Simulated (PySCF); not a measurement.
**CF₃ + 2 H₂O → CO(OH) + 3 HF**

Level: PBE0 in the def2-TZVP basis family, all electrons, no relativity, computed in PySCF with density fitting; open shells unrestricted.

| species | state and structure | E (Eh) | ZPE (kJ/mol) | H(298 K) − H(0) (kJ/mol) | S° (J/(mol K)) |
| --- | --- | --- | --- | --- | --- |
| CF₃ | doublet, C3v, C–F 1.313 Å (×3); F–C–F 111.4° (×3) | -337.39293 | 32.4 | 11.5 | 264.3 |
| H₂O | singlet, C2v, O–H 0.960 Å (×2); H–O–H 105.1° | -76.37736 | 56.5 | 9.9 | 188.7 |
| CO(OH) | doublet, Cs, C–O 1.174 Å, C–O 1.330 Å, O–H 0.964 Å; C–O–H 108.6°, O–C–O 127.4° | -188.97777 | 55.9 | 10.9 | 251.1 |
| HF | singlet, C∞v, H–F 0.920 Å | -100.39188 | 24.9 | 8.7 | 173.6 |

**Question.** What is the electronic reaction energy?

**Answer.** At PBE0/def2-TZVP, ΔE = -15.1 kJ/mol from the differences of the total energies times 2625.5, downhill. 

**Question.** Add zero-point, thermal and entropy terms for 298.15 K and 1 bar.

**Answer.** ΔZPE = -14.8 and Δ[H(298) − H(0)] = 5.7 kJ/mol give ΔH° = -24.2 kJ/mol. ΔS° = 130.2 J/(mol K), so ΔG° = -24.2 − 298.15 × (0.1302) = -63 kJ/mol and log₁₀K = 11.0.

Each species is the lowest minimum found with this bonding; other isomers or fragments can lie lower.
